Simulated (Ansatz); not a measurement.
# SiPH3 (triplet): wave-function methods side by side, cc-pVDZ

Aim: climb from Hartree-Fock through coupled cluster and multireference methods for SiPH3 (triplet) at one geometry and basis, and see what each rung misses.

Computed with Ansatz 0.2.0, Gaussian basis. Level: cc-pVDZ, core rule «outside noble gas», up to 10 orbitals frozen.

To be run: UHF; CCSD(T) on ROHF; CCSD(T) on UHF; BCCD(T) on ROHF; CISD as a restricted active space (open shells left free, so some higher excitations enter); CCSDT(Q) on ROHF; CCSDT(Q) on UHF; CASSCF and NEVPT2, 12 electrons in 11 orbitals.

12 further runs of the same task are left out: 3 that didn't finish, 9 set aside as unsound or not needed. Runs told in other sessions of the task aren't counted.

## Step 1: What is computed

The geometry is a PBE0/def2-TZVP stationary point (not a proven minimum) of the parent state, kept for this charge and spin.

5 atoms, charge 0, spin multiplicity 3.

Atoms are counted from 1 here; the program's logs count them from 0.

Bond lengths: Si1–P2 2.059 Å, Si1–H4 1.496 Å, Si1–H5 1.496 Å, P2–H3 1.543 Å. Angles: P2–Si1–H4 127.0°, P2–Si1–H5 127.0°, H4–Si1–H5 105.1°, Si1–P2–H3 56.5°.

## Step 2: UHF

in.yaml

```yaml
crystal:
  periodic: [false, false, false]
  atoms:
    - {symbol: Si, position_ang: [-0.028171, 0.000000, 1.017664]}
    - {symbol: P, position_ang: [-0.021527, 0.000000, -1.041584]}
    - {symbol: H, position_ang: [1.262650, 0.000001, -0.186858]}
    - {symbol: H, position_ang: [0.091917, 1.187655, 1.919027]}
    - {symbol: H, position_ang: [0.091918, -1.187654, 1.919027]}
basis:
  gaussian: {orbitals: cc-pVDZ}
magnetization: {spin_polarized: true, initial_magnetization: 2}
hamiltonian: {xc: hf}
output: {orbitals: {seedname: orbitals}}
```

Launch:

```
ansatz run in.yaml --threads 1 --pin off --events-out ev --progress --plain --max-ram 2393MiB
```

Further steps of the session: CCSD(T) on ROHF; CCSD(T) on UHF; BCCD(T) on ROHF; CISD as a restricted active space (open shells left free, so some higher excitations enter); CCSDT(Q) on ROHF; CCSDT(Q) on UHF; CASSCF and NEVPT2, 12 electrons in 11 orbitals.

Q: Predict the results of all the runs planned. Wanted: UCCSDT(Q) from the RHF energy; RMP2 from UCCSDT(Q); UMP2 from UCCSDT(Q); RCCSD from UCCSDT(Q); RCCSD(T) from UCCSDT(Q); UCCSD(T) from UCCSDT(Q); RCCSDT(Q) from UCCSDT(Q); NEVPT2 valence from UCCSDT(Q); T1 diagnostic.

The runs gave:

```
                         quantity                      value
    UCCSDT(Q) from the ROHF energy                 -7.0317 eV
              RMP2 from UCCSDT(Q)                +1325.6 meV
              UMP2 from UCCSDT(Q)                +1389.6 meV
             RCCSD from UCCSDT(Q)                 +277.2 meV
          RCCSD(T) from UCCSDT(Q)                  +50.1 meV
          UCCSD(T) from UCCSDT(Q)                  +52.1 meV
         RCCSDT(Q) from UCCSDT(Q)                   +0.8 meV
    NEVPT2 valence from UCCSDT(Q)                +1217.8 meV
levels within 1 kcal/mol (43 meV)  RCCSDT, UCCSDT, RCCSDT(Q)
                    T1 diagnostic                      0.026
   effectively unpaired electrons                       2.03
```

**Reading.** RCCSD(T) lands +50.1 meV from the yardstick (0.7 % of the correlation energy). One determinant dominates. These misses are within one basis, not against nature; the frozen cores of restricted and unrestricted runs differ, which can shift their rows.

With open shells the CI space here admits some higher excitations, so it is larger than plain CISD.
